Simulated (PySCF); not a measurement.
C₆H₈.
SMILES with atom numbers: `[CH2:1]1[C@H:2]2[CH2:3][C@H:4]3[C@@H:5]1[C@@H:6]23` (hydrogens: H7, H8 on C1; H9 on C2; H10, H11 on C3; H12 on C4; H13 on C5; H14 on C6)

An MMFF94s structure was refined with PBE0-D3(BJ)/def2-SVP geometry optimisation, gas phase (PySCF). Its MMFF94s values:

```
 coordinate  MMFF94s
      C1–C2  1.594 Å
      C1–C5  1.488 Å
      C1–H7  1.093 Å
      C1–H8  1.095 Å
      C2–C6  1.450 Å
      C2–H9  1.086 Å
      C4–C5  1.502 Å
      C4–C6  1.478 Å
     C4–H12  1.074 Å
     C6–H14  1.063 Å
   C1–C2–C3   112.6°
   C1–C2–C6    85.1°
   C2–C1–C5    84.3°
   C2–C6–C5    90.0°
   C3–C4–C5   112.7°
   C3–C4–C6    88.0°
   C4–C6–C5    61.0°
   C5–C4–C6    59.5°
C1–C2–C3–C4      57°
C3–C4–C5–C6      73°
C3–C4–C6–C5    -118°
C5–C1–C2–C3     -57°
```

Task: How do these coordinates change at the PBE0-D3(BJ)/def2-SVP level?

Result: 
```tsv
coordinate	PBE0-D3(BJ)/def2-SVP (Å or °)	change
C2–C6	1.573	+0.123
C1–C2	1.543	-0.051
C1–C5	1.518	+0.030
C6–H14	1.090	+0.027
C4–C5	1.528	+0.026
C4–C6	1.502	+0.024
C4–H12	1.092	+0.018
C1–H7	1.104	+0.011
C2–H9	1.097	+0.011
C1–H8	1.100	+0.005
C1–C2–C3	104.3	-8.3
C3–C4–C5	107.4	-5.3
C2–C6–C5	85.4	-4.6
C3–C4–C6	91.9	+3.9
C1–C2–C6	88.3	+3.2
C2–C1–C5	85.9	+1.6
C4–C6–C5	61.1	+0.1
C5–C4–C6	59.4	-0.1
C1–C2–C3–C4	67	+10
C5–C1–C2–C3	-67	-10
C3–C4–C6–C5	-109	+9
C3–C4–C5–C6	82	+9
```

The energy falls by 102.2 kJ/mol over 8 energy and gradient evaluations, the largest force component goes from 0.0680 to 3.4e-04 Eh/bohr, and the atoms move by 0.147 Å rms after alignment. The bond that changes most is C2–C6 (both ends sp3 carbon at a ring junction), which lengthens by 0.123 Å. Bonds longer at the end by more than 0.005 Å: 12 of 16; shorter: 2. Among the dihedrals that turn most is H7–C1–C5–H13, from 97° to 75°. Rotational constants go from 6741, 5062, 4098 to 6030, 5300, 4209 MHz.

The run used 124 basis functions and 48 SCF cycles in all. On Arm Neoverse N1, one thread, no GPU, shared host with 64 logical CPUs at a one-minute load of 47, this took 64 s and 0.50 GiB of memory at its peak.

Whether it is a minimum is left open (no frequencies).
